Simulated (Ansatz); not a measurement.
Start from `B[SiH2]Cl` and change one element to get `BCCl`.

Ansatz, PBE0-D4/def2-TZVP geometries, multiplicity 1. 

| property | `B[SiH2]Cl` |
| --- | --- |
| HOMO–LUMO gap (PBE0/def2-TZVPP) / eV | 5.55 |
| HOMO energy (PBE0/def2-TZVPP) / eV | -8.31 |
| HOMO energy (B3LYP/def2-TZVPP) / eV | -8.10 |
| size of the dipole moment (B3LYP/def2-TZVPP) / D | 1.54 |
| LUMO energy (B3LYP/def2-TZVPP) / eV | -2.96 |
| LUMO energy (PBE0/def2-TZVPP) / eV | -2.76 |

Question: What does the change do to each property? (Best estimate.)

Answer: The calculation gave: 
```
                                        property  `BCCl`  shift
            HOMO–LUMO gap (PBE0/def2-TZVPP) / eV    6.41   0.86
              HOMO energy (PBE0/def2-TZVPP) / eV   -8.20   0.11
             HOMO energy (B3LYP/def2-TZVPP) / eV   -7.94   0.16
size of the dipole moment (B3LYP/def2-TZVPP) / D    1.82   0.28
             LUMO energy (B3LYP/def2-TZVPP) / eV   -2.03   0.93
              LUMO energy (PBE0/def2-TZVPP) / eV   -1.79   0.97
```

With PBE0 the HOMO rises by 0.11 eV and the LUMO rises by 0.97 eV, so the gap widens by about 0.86 eV. PBE moves the HOMO by 0.24 eV and ωB97M-V by -0.04 eV. Dipoles are sizes alone; their direction can turn.

B3LYP here is the variant with VWN-RPA as its local correlation; programs differ in this.
